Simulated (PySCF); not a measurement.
PySCF input (M06-2X/def2-TZVPD):

```python
from pyscf import gto, scf, dft

mol = gto.M(
    atom='''
    O    -0.00000000   -0.00000000   -0.11563587
    H     0.00000000    0.00000000    0.92508692
    ''',
    basis='def2-tzvpd',
    charge=1,
    spin=2,
    symmetry='C2v',
    verbose=4,
)

mf = dft.UKS(mol, xc='m062x').density_fit(auxbasis='def2-universal-jkfit')
mf.grids.level = 4
mf.conv_tol = 1e-9
mf.max_cycle = 100
mf.max_memory = 1500
mf.kernel()
if not mf.converged:
    mf = mf.newton()
    mf.kernel(mf.make_rdm1())
mf.analyze()
```

End of the output:

```
Extra cycle  E= -75.2542966569939  delta_E= -2.56e-13  |g|= 2.23e-07  |ddm|= 5.61e-07
converged SCF energy = -75.2542966569939  <S^2> = 2.0068625  2S+1 = 3.0045715
**** SCF Summaries ****
Total Energy =                         -75.254296656993915
Nuclear Repulsion Energy =               4.067766871291441
One-electron Energy =                 -107.409650095974030
Two-electron Energy =                   28.087586567688675
Two-electron Coulomb Energy =           36.574185266573309
DFT Exchange-Correlation Energy =       -8.486598698884633
HOMO-LUMO gap [eV] =                    12.021170059252242
Wave-function symmetry = A2
alpha occupancy for each irrep:     A1   A2   B1   B2
                                     3    0    1    1
beta  occupancy for each irrep:     A1   A2   B1   B2
                                     3    0    0    0
**** MO energy ****
alpha MO #1 (A1 #1), energy= -20.2998625350282 occ= 1
alpha MO #2 (A1 #2), energy= -1.68639605870237 occ= 1
alpha MO #3 (A1 #3), energy= -1.06557247345113 occ= 1
alpha MO #4 (B1 #1), energy= -1.03828521494326 occ= 1
alpha MO #5 (B2 #1), energy= -1.03828521494326 occ= 1
alpha MO #6 (A1 #4), energy= -0.276706845708382 occ= 0
alpha MO #7 (B1 #2), energy= -0.132179642000512 occ= 0
alpha MO #8 (B2 #2), energy= -0.132179642000513 occ= 0
alpha MO #9 (A1 #5), energy= -0.131683334006816 occ= 0
alpha MO #10 (A1 #6), energy= -0.0810463303545106 occ= 0
alpha MO #11 (B1 #3), energy= -0.0227084964163744 occ= 0
alpha MO #12 (B2 #3), energy= -0.0227084964163742 occ= 0
alpha MO #13 (A1 #7), energy= 0.0227245316026057 occ= 0
alpha MO #14 (A2 #1), energy= 0.109709735257127 occ= 0
alpha MO #15 (A1 #8), energy= 0.109709938240776 occ= 0
alpha MO #16 (A1 #9), energy= 0.1774222136698 occ= 0
alpha MO #17 (B1 #4), energy= 0.228762154997333 occ= 0
alpha MO #18 (B2 #4), energy= 0.228762154997332 occ= 0
alpha MO #19 (B1 #5), energy= 0.321038702906837 occ= 0
alpha MO #20 (B2 #5), energy= 0.321038702906837 occ= 0
alpha MO #21 (A1 #10), energy= 0.329871473277656 occ= 0
alpha MO #22 (A1 #11), energy= 0.390457337748508 occ= 0
alpha MO #23 (A1 #12), energy= 0.604823045013426 occ= 0
alpha MO #24 (B1 #6), energy= 1.12590251712575 occ= 0
alpha MO #25 (B2 #6), energy= 1.12590251712574 occ= 0
alpha MO #26 (A2 #2), energy= 1.23951767020686 occ= 0
alpha MO #27 (A1 #13), energy= 1.2395210487559 occ= 0
alpha MO #28 (A1 #14), energy= 1.31709045372973 occ= 0
alpha MO #29 (B1 #7), energy= 1.65325133155115 occ= 0
alpha MO #30 (B2 #7), energy= 1.65325133155115 occ= 0
alpha MO #31 (A1 #15), energy= 2.0654217434111 occ= 0
alpha MO #32 (B1 #8), energy= 2.21150944956015 occ= 0
alpha MO #33 (B2 #8), energy= 2.21150944956014 occ= 0
alpha MO #34 (A1 #16), energy= 2.24994143904333 occ= 0
alpha MO #35 (A1 #17), energy= 2.5070779474625 occ= 0
alpha MO #36 (A1 #18), energy= 3.21283072650576 occ= 0
alpha MO #37 (A2 #3), energy= 4.56445253131394 occ= 0
alpha MO #38 (A1 #19), energy= 4.56446649906399 occ= 0
alpha MO #39 (B1 #9), energy= 4.56524912635022 occ= 0
alpha MO #40 (B2 #9), energy= 4.56524912635021 occ= 0
alpha MO #41 (B1 #10), energy= 4.81937071091661 occ= 0
alpha MO #42 (B2 #10), energy= 4.8193707109166 occ= 0
alpha MO #43 (A1 #20), energy= 5.35936630139228 occ= 0
alpha MO #44 (A2 #4), energy= 5.69908753289559 occ= 0
alpha MO #45 (A1 #21), energy= 5.69909629746158 occ= 0
alpha MO #46 (B1 #11), energy= 5.85414429218959 occ= 0
alpha MO #47 (B2 #11), energy= 5.85414429218959 occ= 0
alpha MO #48 (A1 #22), energy= 6.31462028443021 occ= 0
alpha MO #49 (A1 #23), energy= 42.9383945833944 occ= 0
beta  MO #1 (A1 #1), energy= -20.258043832739 occ= 1
beta  MO #2 (A1 #2), energy= -1.50611731871795 occ= 1
beta  MO #3 (A1 #3), energy= -0.994136841073292 occ= 1
beta  MO #4 (B1 #1), energy= -0.552366985968636 occ= 0
beta  MO #5 (B2 #1), energy= -0.552366985968637 occ= 0
beta  MO #6 (A1 #4), energy= -0.259332660830538 occ= 0
beta  MO #7 (A1 #5), energy= -0.129433903970678 occ= 0
beta  MO #8 (B1 #2), energy= -0.109087572750868 occ= 0
beta  MO #9 (B2 #2), energy= -0.10908757275087 occ= 0
beta  MO #10 (A1 #6), energy= -0.0755828090027961 occ= 0
beta  MO #11 (B1 #3), energy= -0.0203224170301254 occ= 0
beta  MO #12 (B2 #3), energy= -0.0203224170301251 occ= 0
beta  MO #13 (A1 #7), energy= 0.0133246959689046 occ= 0
beta  MO #14 (A1 #8), energy= 0.0689521073365214 occ= 0
beta  MO #15 (A2 #1), energy= 0.0689529484800788 occ= 0
beta  MO #16 (A1 #9), energy= 0.168546948191263 occ= 0
beta  MO #17 (B1 #4), energy= 0.220711881641312 occ= 0
beta  MO #18 (B2 #4), energy= 0.22071188164131 occ= 0
beta  MO #19 (B1 #5), energy= 0.300065512287677 occ= 0
beta  MO #20 (B2 #5), energy= 0.300065512287679 occ= 0
beta  MO #21 (A1 #10), energy= 0.347048278949114 occ= 0
beta  MO #22 (A1 #11), energy= 0.364634326174365 occ= 0
beta  MO #23 (A1 #12), energy= 0.596194294909061 occ= 0
beta  MO #24 (B1 #6), energy= 1.15642673262122 occ= 0
beta  MO #25 (B2 #6), energy= 1.15642673262122 occ= 0
beta  MO #26 (A1 #13), energy= 1.30835361895866 occ= 0
beta  MO #27 (A2 #2), energy= 1.30835438094571 occ= 0
beta  MO #28 (A1 #14), energy= 1.33759158004437 occ= 0
beta  MO #29 (B1 #7), energy= 1.67484035222069 occ= 0
beta  MO #30 (B2 #7), energy= 1.67484035222069 occ= 0
beta  MO #31 (A1 #15), energy= 2.11683496469162 occ= 0
beta  MO #32 (A1 #16), energy= 2.28045528684463 occ= 0
beta  MO #33 (B1 #8), energy= 2.3381054849793 occ= 0
beta  MO #34 (B2 #8), energy= 2.3381054849793 occ= 0
beta  MO #35 (A1 #17), energy= 2.55951185848679 occ= 0
beta  MO #36 (A1 #18), energy= 3.27890768127948 occ= 0
beta  MO #37 (A1 #19), energy= 4.61106049186535 occ= 0
beta  MO #38 (A2 #3), energy= 4.6111182721299 occ= 0
beta  MO #39 (B1 #9), energy= 4.65001134291017 occ= 0
beta  MO #40 (B2 #9), energy= 4.65001134291017 occ= 0
beta  MO #41 (B1 #10), energy= 4.91390466798008 occ= 0
beta  MO #42 (B2 #10), energy= 4.91390466798008 occ= 0
beta  MO #43 (A1 #20), energy= 5.50224923778052 occ= 0
beta  MO #44 (A2 #4), energy= 5.92539457748332 occ= 0
beta  MO #45 (A1 #21), energy= 5.92544883541274 occ= 0
beta  MO #46 (B1 #11), energy= 6.01511193493954 occ= 0
beta  MO #47 (B2 #11), energy= 6.01511193493954 occ= 0
beta  MO #48 (A1 #22), energy= 6.42424390672085 occ= 0
beta  MO #49 (A1 #23), energy= 42.9449519872337 occ= 0
 ** Mulliken pop alpha/beta on meta-lowdin orthogonal AOs **
 ** Mulliken pop       alpha | beta **
pop of  0 O 1s        0.99999 | 0.99999
pop of  0 O 2s        0.93820 | 0.92175
pop of  0 O 3s        0.00145 | 0.00092
pop of  0 O 4s        0.00019 | 0.00043
pop of  0 O 5s        0.00003 | 0.00008
pop of  0 O 6s        0.00000 | 0.00000
pop of  0 O 2px       0.98701 | 0.00000
pop of  0 O 2py       0.98701 | 0.00000
pop of  0 O 2pz       0.82538 | 0.78624
pop of  0 O 3px       0.00905 | 0.00000
pop of  0 O 3py       0.00905 | 0.00000
pop of  0 O 3pz       0.00750 | 0.00389
pop of  0 O 4px       0.00001 | 0.00000
pop of  0 O 4py       0.00001 | 0.00000
pop of  0 O 4pz       0.00042 | 0.00076
pop of  0 O 5px       0.00000 | 0.00000
pop of  0 O 5py       0.00000 | 0.00000
pop of  0 O 5pz       0.00004 | 0.00004
pop of  0 O 3dxy      0.00000 | 0.00000
pop of  0 O 3dyz      0.00130 | 0.00000
pop of  0 O 3dz^2     0.00476 | 0.00498
pop of  0 O 3dxz      0.00130 | 0.00000
pop of  0 O 3dx2-y2    0.00000 | 0.00000
pop of  0 O 4dxy      0.00000 | 0.00000
pop of  0 O 4dyz      0.00024 | 0.00000
pop of  0 O 4dz^2     0.00053 | 0.00046
pop of  0 O 4dxz      0.00024 | 0.00000
pop of  0 O 4dx2-y2    0.00000 | 0.00000
pop of  0 O 5dxy      0.00000 | 0.00000
pop of  0 O 5dyz      0.00006 | 0.00000
pop of  0 O 5dz^2     0.00003 | 0.00011
pop of  0 O 5dxz      0.00006 | 0.00000
pop of  0 O 5dx2-y2    0.00000 | 0.00000
pop of  0 O 4f-3      0.00000 | 0.00000
pop of  0 O 4f-2      0.00000 | 0.00000
pop of  0 O 4f-1      0.00000 | 0.00000
pop of  0 O 4f+0      0.00019 | 0.00031
pop of  0 O 4f+1      0.00000 | 0.00000
pop of  0 O 4f+2      0.00000 | 0.00000
pop of  0 O 4f+3      0.00000 | 0.00000
pop of  1 H 1s        0.20892 | 0.26662
pop of  1 H 2s        0.00709 | 0.00826
pop of  1 H 3s        0.00423 | 0.00426
pop of  1 H 2px       0.00008 | 0.00000
pop of  1 H 2py       0.00008 | 0.00000
pop of  1 H 2pz       0.00081 | 0.00079
pop of  1 H 3px       0.00223 | 0.00000
pop of  1 H 3py       0.00223 | 0.00000
pop of  1 H 3pz       0.00026 | 0.00010
In total             5.00000 | 3.00000
 ** Mulliken atomic charges   ( Nelec_alpha | Nelec_beta ) **
charge of  0O =      0.50598  (     4.77406      2.71996 )
charge of  1H =      0.49402  (     0.22594      0.28004 )

WARN: System has nonzero charge 1; the dipole moment is origin-dependent.
Location of origin: [0. 0. 0.]

Dipole moment(X, Y, Z, Debye):  0.00000,  0.00000,  2.04332
```
